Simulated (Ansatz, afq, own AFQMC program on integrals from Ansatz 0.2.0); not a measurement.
## GeH$_{2}$, triplet in cc-pVTZ, levels against CCSDT(Q)

```yaml
atoms:
  - { symbol: Ge, position_ang: [0.0000, -0.0208, 0.0000] }
  - { symbol: H, position_ang: [0.0000, 0.7490, -1.3344] }
  - { symbol: H, position_ang: [0.0000, 0.7490, 1.3344] }
```

Basis cc-pVTZ. Noble-gas cores (and the filled d shells of Ga–Kr and In–Xe) are frozen. AFQMC by an in-house program on the Cholesky factors that Ansatz 0.2.0 writes for its CCSD(T) run. ph-AFQMC/CISD is guided by a CISD state made of CCSD amplitudes; releasing the constraint for a short imaginary time cuts its bias at the price of noise, slowly where states lie close. Free projection: walkers drawn from exp(T), propagated without any constraint. Its projection time is finite, and what remains of the start isn't in its error. Error bars are statistical, one sigma. No spin–orbit coupling.

Determinant: ROHF, the one that the program's search chose, which needn't be the lowest solution. The geometry is a PBE0/def2-TZVP stationary point of this or a neighbouring charge and spin state.

No full CI on the walks' own integrals is used here; CCSDT(Q) serves as the reference and is uncertain by about the last step of the cluster series.

Cautions: no relativity below Rb; no spin-orbit coupling; inner d shell frozen; lower spins were not checked.

The T1 diagnostic is 0.0206. The weight of the determinant in the CISD state is 0.931. The size of the correlated space is 6 electrons in 57 orbitals.

```tsv
level	correlation energy (eV)
MP2	-2.4004
CCSD	-2.9587
CCSD(T)	-3.0374
```

Q: Estimate where AFQMC with the constraint released lies against CCSD(T) on the same integrals.

A: 20.4 ± 0.9 meV below CCSD(T).

Reference: CCSDT(Q), correlation energy -3.057 eV. The released energy is read at 2.40 1/Eh (meV from the phaseless value at times in 1/Eh: -1.4 ± 1.6 at 0.24, -1.5 ± 1.2 at 0.51, -2.2 ± 0.8 at 0.99, -3.4 ± 0.9 at 1.62, -3.1 ± 0.9 at 2.40).

| level | E − E(reference) (meV) | share of correlation (%) |
| --- | --- | --- |
| CCSD(T) | 20.1 | 99.34 |
| CCSDT | 1.6 | 99.95 |
| ph-AFQMC/HF | 18.8 ± 14.9 | 99.39 |
| ph-AFQMC/CISD | 2.8 ± 1.8 | 99.91 |
| released AFQMC | -0.3 ± 0.9 | 100.01 |
| free AFQMC | 0.2 ± 1.1 | 99.99 |

Free projections are given only where their last times agree within the noise and don't stop above the reference; a slow remainder of the start can still hide under it. A walk keeps the symmetry of its determinant, which the program's search chose and which needn't be the lowest solution, so a lower state of the same spin and another symmetry isn't excluded. Released energies are given only where the last usable release times agree within the noise; a slower fall can still hide under it.
